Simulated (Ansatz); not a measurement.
Zinc-blende HgS (metastable phase) was calculated with PBEsol in Ansatz (PAW).

Run with plane-wave cutoff 520 eV, 20×20×20 k mesh, Fermi–Dirac smearing 0.05 eV, perturbation theory, scalar-relativistic PAW data made under PBE.

The cell has the measured lattice: a = b = c = 5.8410 Å, α = β = γ = 90.00°.

### Question
What does this level give for the zone-centre TO phonon frequency?

### Answer

- zone-centre TO phonon frequency = 178 cm⁻¹

Measured, for comparison: zone-centre TO phonon frequency 177 cm⁻¹ (temperature not stated, no zero-point or thermal correction; as tabulated in Szuszkiewicz, Witkowska, Jouanne, Raman spectroscopy of cubic HgS:Fe, Acta …). Computed (rounded) less measured: zone-centre TO phonon frequency +0.6 %.

Note: the solid has no gap at this level, which affects its response; the cell isn't this level's own, so it is under some stress, which shifts stiffness and frequencies.

Spin–orbit coupling is not included; it can shift volumes and moduli of such heavy elements.

The result took about 10 core-minutes (a rough figure).

Ansatz is a first-principles code.
